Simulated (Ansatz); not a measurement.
**Niobium, bcc: convergence with the plane-wave cutoff**

Computed with Ansatz, LDA, scalar-relativistic PAW, on the relaxed cell (a = 3.246 Å; spin not included). Errors count from a run at 420 eV on a Γ-centred 22×22×22 mesh with Fermi-Dirac smearing of 0.1 eV, extrapolated to zero width. Fixed here: mesh 14×14×14, Fermi-Dirac width 0.1 eV. The pressure holds a Pulay correction and is unreliable far below the recommended cutoff. The SCF starts from atomic densities corrected by a trained network.

| cutoff (eV) | E(σ→0) error (meV/atom) | P (GPa) | SCF iterations |
| --- | --- | --- | --- |
| 150 | 12521.1 | -28.83 | 6 |
| 200 | 2483.6 | 7.63 | 6 |
| 250 | 378.3 | 0.45 | 6 |
| 300 | 49.4 | 0.34 | 6 |
| 350 | 8.8 | 0.53 | 6 |
| 420 | 5.1 | 0.51 | 6 |
| 500 | 4.9 | 0.51 | 6 |
| 800 | 4.8 | 0.51 | 6 |

Question: What does the run at 600 give (cutoff)?

Answer: E(σ→0) error (meV/atom): 4.8; P (GPa): 0.51; SCF iterations: 6.

Within 5 meV/atom of the last row: from 350 eV on.
